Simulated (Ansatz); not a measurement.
System: antifluorite Mg2Ge. Method: PBE (plane waves, PAW; Ansatz, an electronic-structure program).

Numerical settings: plane-wave cutoff 520 eV, 20×20×20 k mesh, scalar-relativistic PAW data made under PBE.

Cell (relaxed at this level):

Space group Fm-3m (No. 225); a = b = c = 6.422 Å, α = β = γ = 90.00°

```
atom  site  symmetry       x       y       z
----  ----  --------  ------  ------  ------
Mg      8c      -43m  0.2500  0.2500  0.2500
Ge      4a      m-3m  0.0000  0.0000  0.0000
```
(The calculation used a cell of 3 atoms; values per cell refer to that cell.)

Task: What does this level give for the elastic constant C11, polycrystal shear modulus (Hill average), elastic constant C12 and elastic constant C44?

Result: 
elastic constant C11: 107 GPa
polycrystal shear modulus (Hill average): 42.4 GPa
elastic constant C12: 20.6 GPa
elastic constant C44: 41.8 GPa

Elastic constants are with the ions relaxed.

Static lattice: no zero-point or thermal effects.
